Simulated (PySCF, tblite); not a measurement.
**C₂H₃Br, a complex of two parts: NMR shifts, interaction energy, infrared bands, spin-spin couplings and core binding energies**

The task here is to estimate one member of a computed series from the others.

Computed with tblite 0.8.0 and PySCF 2.14.0; each step states its level. No surroundings beyond the atoms listed, unless a continuum is named. Atoms count from 0, parts from 1.

## Starting point

6 atoms, charge 0, multiplicity 1; geometry: rigid parts in contact. Parts: 1 = atoms 0–1, `Br`, charge 0; 2 = atoms 2–5, `C#C`, charge 0.

The first run:

What the job is given:

```
{"job": {"kind": "dock", "xc": "GFN2-xTB", "basis": "xTB"}, "charge": 0, "multiplicity": 1, "parts": [{"atoms": "0-1", "charge": 0, "multiplicity": 1}, {"atoms": "2-5", "charge": 0, "multiplicity": 1}]}
Br     0.700742     0.004527     0.008136
H     -0.700742    -0.004527    -0.008136
C     -2.883860    -0.801856     0.781093
C     -3.083292    -0.478530    -0.350621
H     -2.708189    -1.086170     1.776163
H     -3.258607    -0.194320    -1.345787
```

Method: GFN2-xTB search for minima from random contacts, gas phase.

Started as:

```bash
OMP_NUM_THREADS=1 python cluster_run.py task.json out
```

This one command runs all jobs of the session in turn.

Among the steps run: Docking the parts with GFN2-xTB; Relaxing the molecule at PBE0-D3(BJ)/def2-TZVPD; NMR shieldings: PBE0/pcSseg-2; Coupled-cluster interaction energy: CCSD(T) and MP2.

One of the session's tables, all rows but one given; the rest of the session is left out.

It belongs to the step «Coupled-cluster interaction energy: CCSD(T) and MP2». 

```
                 method  interaction energy (kcal/mol)
         HF/aug-cc-pVDZ                          -0.06
        MP2/aug-cc-pVDZ                          -2.23
       CCSD/aug-cc-pVDZ                          -1.32
    CCSD(T)/aug-cc-pVDZ                          -1.62
         HF/aug-cc-pVQZ                          -0.06
        MP2/aug-cc-pVQZ                          -3.09
    SCS-MP2/aug-cc-pVQZ                          -2.26
      MP2, extrapolated                              ?
CCSD(T), limit estimate                          -2.63
```

Estimate the missing values for MP2, extrapolated.

The run gave: interaction energy (kcal/mol): -3.24. In the column «interaction energy (kcal/mol)» it is the lowest.
